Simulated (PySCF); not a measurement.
# Working out the ionisation energy of Ar

Ar [Ar] (1S) → Ar⁺ [Ne] 3s2 3p5 (2P). All numbers are calculated (PySCF 2.14, the spin-free X2C one-electron Hamiltonian (Gaussian nucleus), in x2c-TZVPPall with one added diffuse shell each of s, p, d type (6s6p4d1f, 51 functions)). Frozen: [Ne]. Energies in hartree (1 hartree = 27.21139 eV):

```
            part   Ar (lower)  Ar⁺ (upper)
             UHF  -528.614443  -528.079618
CCSD correlation    -0.226991    -0.191748
             (T)    -0.007197    -0.005388
```

What does Hartree-Fock give?

(-528.079618) − (-528.614443) = 0.534825 hartree = 14.553 eV.

What do CCSD and CCSD(T) give?

The CCSD correlation energies differ by 0.035243 hartree = 0.959 eV and the triples by 0.001809 hartree = 0.049 eV, so CCSD gives 15.512 eV and CCSD(T) 15.561 eV.

Measured between the centres of the two terms (NIST): 15.819 eV, so CCSD(T) (valence) is off by -0.258 eV.

What remains against the reference includes basis incompleteness, the frozen core and higher excitations.
